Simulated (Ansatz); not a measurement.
A made-up structure of MgSiH4O, closed shell:

```
atom    x (Å)    y (Å)    z (Å)
  O1  -0.6606  -0.8399  -0.0665
 Mg2  -1.7458  -2.2208  -0.1747
 Si3   0.9189   1.1664   0.0936
  H4  -2.8165  -3.5615  -0.2955
  H5   2.1245   1.0205  -0.7763
  H6   1.4319   1.3858   1.4793
  H7   0.2663   2.4467  -0.3142
```

It is relaxed with PBE-D4/def2-SVP and then PBE0-D4/def2-TZVP (Ansatz 0.2.0). Atoms count as bonded within 1.22 times the sum of their covalent radii (H–H: 0.88 Å). The end point is not checked to be a true minimum.

Does its bonding change? (Judge from chemistry; the calculation decides.)

By the calculation: Yes. Formed: O1–Si3; broken: none.

Where it ends: The first stage lowers the energy by 3.77 eV in 7 steps. It ends as MgSiH₄O ([MgH][O][SiH3]):
| atom | x (Å) | y (Å) | z (Å) |
| --- | --- | --- | --- |
| O1 | -0.3164 | -0.4003 | -0.0331 |
| Mg2 | -1.4257 | -1.8063 | -0.1474 |
| Si3 | 0.6793 | 0.8622 | 0.0693 |
| H4 | -2.4687 | -3.1282 | -0.2549 |
| H5 | 1.8738 | 0.6880 | -0.8092 |
| H6 | 1.1747 | 1.0550 | 1.4644 |
| H7 | 0.0016 | 2.1269 | -0.3433 |

Labels in which every atom is bracketed show which atoms are joined, not bond orders.

For scale, one of the runs: PBE0-D4/def2-TZVP relaxation, 124 basis functions, launched by `ansatz run in.yaml --threads 2 --pin off --events-out ev --progress --plain --max-ram 4352MiB`. Hardware: 2 CPU threads of an Arm Neoverse V1, shared host. Wall time about 9.5 s.
